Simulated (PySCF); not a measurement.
# C2H2F4 (1,1,2,2-tetrafluoroethane): the cost of one run

Computed with PySCF 2.14.0, with density-fitted response routines of our own, on a single molecule in the gas phase. Atoms are numbered from 0 throughout.

### 1 The molecule as given

8 atoms, charge 0, multiplicity 1; geometry from: MMFF94s. The atoms were then displaced at random by about 0.03 Å, so the start is not that level's minimum.

Bonds of the start (Å): F0–C1 1.28, C1–F2 1.39, C1–C3 1.64, C3–F4 1.32, C3–F5 1.31, C1–H6 1.08, C3–H7 1.07.

### 2 Optimising the geometry at PBE0-D3(BJ)/def2-SVP

What the job is given:

```
{"job": {"xc": "PBE0", "basis": "def2-SVP", "d3": "d3bj", "grid": 1, "shake": 0.03, "kind": "geom"}, "charge": 0, "multiplicity": 1}
F     -1.182670     1.058810     0.580320
C     -0.773940    -0.046020     0.067230
F     -1.343080    -0.189410    -1.195010
C      0.860120     0.000910     0.022680
F      1.207240     0.889220    -0.891950
F      1.239180    -1.197230    -0.362150
H     -1.093340    -0.859280     0.697440
H      1.224730     0.257340     0.997740
```

Started as:

```console
> OMP_NUM_THREADS=1 python probes_run.py task.json out
```

One launch serves the whole session: the jobs run in the order shown.

Q: Estimate the wall time and peak memory of this first job on 1 thread of Intel Xeon Platinum 8488C, shared host.

About 14 s, with a peak of 0.38 GiB.
